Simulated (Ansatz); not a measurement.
# Two structures, one formula

Two relaxed structures of CH$_{3}$OSi (charge -1), closed shell (PBE0-D4/def2-TZVPD; forces vanish, vibrations not checked).

A:

C1  (-0.374, 0.566, -0.604)
Si2  (0.149, -0.384, 1.039)
O3  (0.514, -1.849, 0.631)
H4  (-0.746, -0.131, -1.365)
H5  (-1.124, 1.344, -0.410)
H6  (0.520, 1.068, -1.005)
(Å)

B:

| atom | x (Å) | y (Å) | z (Å) |
| --- | --- | --- | --- |
| C1 | -0.4317 | 0.3299 | -0.6238 |
| Si2 | 0.3943 | -0.2591 | 0.7978 |
| O3 | 0.2292 | -1.9849 | 0.7300 |
| H4 | -0.9370 | -0.2760 | -1.3801 |
| H5 | -0.4693 | 1.4041 | -0.8114 |
| H6 | 0.6720 | -2.3472 | 1.4976 |

Program: Ansatz 0.2.0. Basis: def2-TZVPPD. Cores are frozen in the correlated methods. B3LYP uses VWN-RPA correlation.

Question: Which structure is lower at CCSD(T), and by how much? (To be estimated.)

Answer: By the calculation: A, by 57.3 kJ/mol (electronic energy, against the other). By their contacts, A is CH₃OSi ([CH3][Si][O]), total charge -1 and B is CH₃OSi ([CH2][Si][OH]), total charge -1.

All methods give the same order:

```tsv
method	E(B) − E(A) (kJ/mol)
PBE-D4	59.9
r2SCAN-D4	56.2
PBE0-D4	54.2
B3LYP-D4	60.7
wB97M-V	56.9
HF	51.3
MP2	61.9
CCSD	55.9
CCSD(T)	57.3
```

The T1 diagnostic stays at or below 0.021. The restricted Hartree–Fock reference is unstable towards an unrestricted one at one or more of these structures.

Labels in which every atom is bracketed show which atoms are joined, not bond orders.

For scale, one of the runs: CCSD(T)/def2-TZVPPD, 176 basis functions, launched by `ansatz run in.yaml --threads 2 --pin off --events-out ev --progress --plain --max-ram 4352MiB`. Hardware: 2 CPU threads of an Arm Neoverse V2, shared host. Wall time 27 s; peak host memory 1.6 GiB.
